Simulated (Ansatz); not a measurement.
Elastic constant C44 (GPa) of solids drawn from the class of silicides and borides, at two levels: PBE in Ansatz (PAW), and r²SCAN (Ansatz, an electronic-structure program, plane waves, PAW).

```tsv
solid	PBE	r²SCAN	shift (%)
CaB6-type LaB₆	88.4	97.3	+10.1
AlB2-type TiB₂	258	266	+3.1
AlB2-type MgB₂	71.0	76.5	+7.7
AlB2-type ZrB₂	251	257	+2.4
AlB2-type HfB₂	259	270	+4.2
A15 Mo₃Si	112	122	+8.9
```

The shifts run from +2.4 % to +10.1 %, with a median of +6.0 %.

Of 6 rows, r²SCAN is the larger in 6 and the smaller in 0.

Ansatz's runs of these crystals have no spin polarisation.

Spin–orbit coupling is left out, also for the solids with elements from indium on (CaB6-type LaB6, AlB2-type HfB2); its size isn't shown.

Each level is taken at its own relaxed cell. Ansatz's density-functional and Hartree–Fock values are scalar-relativistic unless marked +SOC, with PAW data made under PBE.
